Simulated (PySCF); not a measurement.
Debugging a PySCF script (NaSi)

```python
from pyscf import gto, scf

mol = gto.M(
    atom='Na 0 0 0; Si 0 0 2.69',
    basis='6-311++g**',
    charge=0,
    spin=3,
    verbose=3,
)
mf = scf.UHF(mol)
mf = mf.density_fit(auxbasis='def2-universal-jkfit')
mf.max_cycle = 1
mf.kernel()
mf.analyze()
print('orbital energies (hartree):', [e[max(0, n-3):n+3].round(4) for e, n in zip(mf.mo_energy, mol.nelec)])
```

```bash
$ OMP_NUM_THREADS=1 python input.py
```

The log, shortened:

```
SCF not converged.
SCF energy = -450.712269942381 after 1 cycles  <S^2> = 3.75  2S+1 = 4
**** MO energy ****
                             alpha | beta                alpha | beta
[3 lines left out]
MO #4   energy= -4.19888730621875  | -4.19888730621875  occ= 1 | 1
MO #5   energy= -4.19789164302751  | -4.19789164302751  occ= 1 | 1
MO #6   energy= -4.19789164302732  | -4.19789164302732  occ= 1 | 1
MO #7   energy= -2.7924152570364   | -2.7924152570364   occ= 1 | 1
MO #8   energy= -1.51927390986138  | -1.51927390986138  occ= 1 | 1
MO #9   energy= -1.51617142917295  | -1.51617142917295  occ= 1 | 1
MO #10  energy= -1.51617142917291  | -1.51617142917291  occ= 1 | 1
MO #11  energy= -0.555623505153022 | -0.555623505153022 occ= 1 | 1
MO #12  energy= -0.116927990414721 | -0.116927990414721 occ= 1 | 0
MO #13  energy= -0.0739486430867643 | -0.0739486430867643 occ= 1 | 0
MO #14  energy= -0.0739486430866359 | -0.0739486430866359 occ= 1 | 0
MO #15  energy= -0.0165530948826558 | -0.0165530948826558 occ= 0 | 0
MO #16  energy= 0.0164941170171568 | 0.0164941170171568 occ= 0 | 0
MO #17  energy= 0.0164941170171592 | 0.0164941170171592 occ= 0 | 0
[43 lines left out]

To work with the spin densities directly, `use mulliken_meta_spin()` only printing them here.

 ** Mulliken spin pop alpha/beta on meta-lowdin orthogonal AOs **
 ** Mulliken Spin Density (per atom)  **
spin density of  0 Na =      0.38845
spin density of  1 Si =      2.61155
 ** Mulliken pop alpha/beta on meta-lowdin orthogonal AOs **
 ** Mulliken atomic charges   ( Nelec_alpha | Nelec_beta ) **
charge of  0Na =      0.48409  (     5.45218      5.06373 )
charge of  1Si =     -0.48409  (     8.54782      5.93627 )
Dipole moment(X, Y, Z, Debye):  0.00000, -0.00000, -6.46095
orbital energies (hartree): [array([-0.1169, -0.0739, -0.0739, -0.0166,  0.0165,  0.0165]), array([-1.5162, -1.5162, -0.5556, -0.1169, -0.0739, -0.0739])]
```

Question: Which setting is at fault, why, and what does a mended input give?

Answer: The cycle limit (1): the limit is below the number of cycles that the SCF needs. With this edit
```diff
- mf.max_cycle = 1
```
the run finishes: E(SCF) = -450.730908 Eh, ⟨S²⟩ = 3.753, μz(SCF) = -8.47 D.

The bond length is a typed value, not an optimised one. No search for the lowest solution was made.
